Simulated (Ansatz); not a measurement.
```yaml
crystal:
  periodic: [false, false, false]
  atoms:
    - {symbol: Si, position_ang: [-0.444129, 0.019260, -0.037833]}
    - {symbol: B, position_ang: [1.442347, -0.049885, 0.100988]}
    - {symbol: H, position_ang: [-1.100863, 1.346388, -0.022735]}
    - {symbol: H, position_ang: [-0.905240, -0.687230, 1.178140]}
    - {symbol: H, position_ang: [-1.088948, -0.660759, -1.184384]}
basis:
  gaussian: {orbitals: def2-TZVP}
magnetization: {spin_polarized: true, initial_magnetization: 2}
hamiltonian: {xc: pbe0}
relax: {f_tol: 0.004, max_steps: 80}
```

```sh
$ ansatz run in.yaml --threads 1 --pin off --events-out ev --progress --plain --max-ram 2176MiB
```

Steps of the relaxation (energy above the last step; positions in Å, forces in eV/Å):

```
5
step 1, 89.5 meV
Si   -0.444    0.019   -0.038   -1.650    0.133   -0.246
B     1.442   -0.050    0.101    1.275   -0.059    0.115
H    -1.101    1.346   -0.023    0.124    0.314    0.072
H    -0.905   -0.687    1.178    0.125   -0.170    0.295
H    -1.089   -0.661   -1.184    0.127   -0.218   -0.236
```

```
5
step 2, 13.5 meV
Si   -0.500    0.024   -0.047   -0.644    0.034   -0.064
B     1.427   -0.052    0.104    0.614   -0.028    0.054
H    -1.079    1.400   -0.005    0.009   -0.055   -0.031
H    -0.878   -0.702    1.203    0.014   -0.006    0.010
H    -1.067   -0.703   -1.221    0.008    0.055    0.032
```

```
5
step 3, 0.7 meV
Si   -0.509    0.023   -0.045   -0.076   -0.011    0.018
B     1.458   -0.055    0.110    0.020    0.010   -0.018
H    -1.090    1.396   -0.015    0.032   -0.020    0.008
H    -0.878   -0.704    1.208   -0.006    0.018   -0.030
H    -1.077   -0.692   -1.223    0.031    0.003    0.022
```

```
5
step 4, 0.1 meV
Si   -0.512    0.022   -0.043   -0.009   -0.013    0.022
B     1.458   -0.051    0.103    0.002    0.005   -0.009
H    -1.085    1.396   -0.012    0.006   -0.005   -0.002
H    -0.886   -0.704    1.208   -0.005    0.008   -0.014
H    -1.072   -0.695   -1.222    0.006    0.004    0.003
```

```
5
step 5, 0.0 meV
Si   -0.512    0.020   -0.040    0.005   -0.003    0.006
B     1.460   -0.048    0.098   -0.001    0.000   -0.001
H    -1.082    1.395   -0.011   -0.002    0.003    0.000
H    -0.892   -0.705    1.208   -0.001    0.001   -0.002
H    -1.070   -0.695   -1.221   -0.002   -0.001   -0.003
```

```
5
step 6, 0.0 meV
Si   -0.512    0.020   -0.040    0.001    0.000    0.001
B     1.460   -0.048    0.098    0.000    0.000    0.000
H    -1.082    1.395   -0.011    0.000    0.001    0.000
H    -0.893   -0.705    1.208    0.000    0.000    0.000
H    -1.069   -0.695   -1.221    0.000    0.000    0.000
```

Close pairs at the end: Si1–H3 1.489 Å, Si1–H5 1.489 Å, Si1–H4 1.493 Å, Si1–B2 1.978 Å.

A stationary point of unrestricted PBE0 after 6 steps, with ⟨S²⟩ = 2.003 against 2.00 for a pure state; no frequencies were run, so it isn't proven a minimum. 17 s on 1 thread of Intel Xeon 6975P-C, shared host.
